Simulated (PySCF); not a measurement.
Isomers of C5H10.

All values: CAM-B3LYP/aug-cc-pVTZ (PySCF) at PBE0-D3(BJ)/def2-TZVP geometries, gas phase, one conformer each. Core orbitals are frozen in the response; Δα² is half the sum of the squared differences of the principal polarisabilities.

Question: Rank by HOMO–LUMO gap, highest first.
A. `CC=C(C)C` (2-methyl-2-butene)
B. `[CH2:1]=[CH:2][CH:3]([CH3:4])[CH3:5]` with C1–C2–C3–C4 -119°
C. `[CH2:1]=[C:2]([CH3:3])[CH2:4][CH3:5]` with C1–C2–C4–C5 115°
D. `[CH2:1]1[CH2:2][CH2:3][CH2:4][CH2:5]1` with C5–C1–C2–C3 -38°, C1–C2–C3–C4 20°, C2–C3–C4–C5 5°, C3–C4–C5–C1 -29° (cyclopentane)

Answer: D (10.42 eV), B (9.05 eV), C (8.63 eV), A (8.18 eV).

Question: Rank by dipole moment, lowest first.
A. `[CH3:1]/[CH:2]=[CH:3]\[CH2:4][CH3:5]` with C2–C3–C4–C5 -114°
B. `[CH2:1]1[CH2:2][CH2:3][CH2:4][CH2:5]1` with C5–C1–C2–C3 -38°, C1–C2–C3–C4 20°, C2–C3–C4–C5 5°, C3–C4–C5–C1 -29°
C. `[CH2:1]=[C:2]([CH3:3])[CH2:4][CH3:5]` with C1–C2–C4–C5 115° (2-methyl-1-butene)

Answer: B (0.02 D), A (0.29 D), C (0.58 D).

All values together:

```csv
SMILES,μ (D),HOMO (eV),LUMO (eV),α (Å³),Δα (Å³)
C=CC(C)C,0.38,-8.74,0.31,9.61,2.97
CC=C(C)C,0.22,-7.91,0.27,9.68,4.14
C=C(C)CC,0.58,-8.37,0.26,9.55,2.90
C/C=C/CC,0.05,-8.24,0.33,9.75,4.37
C1CCCC1,0.02,-10.14,0.28,8.72,1.18
C/C=C\CC,0.29,-8.24,0.28,9.65,3.88
```

Conformers: `[CH2:1]=[CH:2][CH:3]([CH3:4])[CH3:5]` with C1–C2–C3–C4 -119°; `[CH2:1]=[C:2]([CH3:3])[CH2:4][CH3:5]` with C1–C2–C4–C5 115°; `[CH3:1]/[CH:2]=[CH:3]/[CH2:4][CH3:5]` with C2–C3–C4–C5 -119°; `[CH2:1]1[CH2:2][CH2:3][CH2:4][CH2:5]1` with C5–C1–C2–C3 -38°, C1–C2–C3–C4 20°, C2–C3–C4–C5 5°, C3–C4–C5–C1 -29°; `[CH3:1]/[CH:2]=[CH:3]\[CH2:4][CH3:5]` with C2–C3–C4–C5 -114°.
